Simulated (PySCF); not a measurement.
Reproducing measurements on cyclopropenone

**The experiment to reproduce.**

From NIST CCCBDB Release 22 (SRD 101), experimental dipoles, for the gas: dipole moment 4.39 ± 0.06 D.

The runs below try to reproduce these values; the comparison stands at the end.

Compound: cyclopropenone, C3H2O.
Numbering: `[O:1]=[c:2]1[cH:3][cH:4]1` (hydrogens: H5 on C3; H6 on C4)

Cartesian coordinates in Å at the PBE0-D3(BJ)/def2-SVP level; atoms count from 1:
```xyz
6
C3H2O angstrom
O      2.0614   -0.1023    0.0734
C      0.8663   -0.0520    0.0237
C     -0.4237   -0.6703   -0.0452
C     -0.3680    0.6737   -0.0124
H     -1.0987   -1.5281   -0.0930
H     -0.9741    1.5829   -0.0158
```

The PySCF runs (gas phase, on this PBE0-D3(BJ)/def2-SVP geometry; no spin–orbit coupling):

```csv
level,job,basis functions,wall time
"PBE0-D3(BJ)/def2-SVP, grid level 1",geometry optimisation from an MMFF94s start shaken at random,66,6.4 s
HF/pcSseg-2,"shieldings, ring-centre shieldings",172,3.3 s
PBE0/pcSseg-1,"shieldings, ring-centre shieldings, charges and field gradients",78,2.9 s
B3LYP/pcJ-1,spin–spin couplings from 6 perturbed nuclei,128,6.3 s
```

Hardware: one thread of an Arm Neoverse V1, no GPU (shared host).

**Comparison with experiment**

**Dipole moment.** Measured: 4.39 D (NIST CCCBDB Release 22 (SRD 101), experimental dipoles).

```json
{"level": "PBE0-D3(BJ)/def2-SVP", "computed (D)": "3.96", "computed − measured (D)": "-0.43", "% (from the printed values)": "-10"}
{"level": "HF/pcSseg-2", "computed (D)": "4.92", "computed − measured (D)": "+0.53", "% (from the printed values)": "+12"}
{"level": "PBE0/pcSseg-1", "computed (D)": "4.14", "computed − measured (D)": "-0.25", "% (from the printed values)": "-6"}
{"level": "B3LYP/pcJ-1", "computed (D)": "4.12", "computed − measured (D)": "-0.27", "% (from the printed values)": "-6"}
```

Closest is PBE0/pcSseg-1 (-0.25 D), furthest HF/pcSseg-2 (+0.53 D); one molecule doesn't rank methods. The computed dipoles belong to one fixed geometry; measured ones are averaged over vibrations unless marked μe. Magnitudes are compared, not signs.

No measured geometry was used, and the causes of the misses weren't examined.
